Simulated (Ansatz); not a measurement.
Basis-set extrapolation for `FBF` (PBE0-D4/def2-TZVP geometry, frozen core, Ansatz). Multiplicity 1, RHF reference.

```
                     cc-pV(T+d)Z  cc-pV(Q+d)Z
                 HF  -224.353914  -224.372342
    MP2 correlation    -0.600362    -0.653946
CCSD(T) correlation    -0.624500    -0.676874
```

Energies in hartree. Use E(X) = E(∞) + A·exp(−5.46·√X) for Hartree–Fock and E(X) = E(∞) + B·X^(−3.05) for correlation, with X = 3 and 4.

Problem. What is the CCSD(T) energy at the basis-set limit?

Solution. HF limit: -224.372342 + (-0.018428) × 0.30130 = -224.37789. Correlation limit: -0.676874 + (-0.052374) × 0.71189 = -0.71416. Total: -225.09205 hartree, 298.4 kJ/mol below CCSD(T)/cc-pV(T+d)Z.
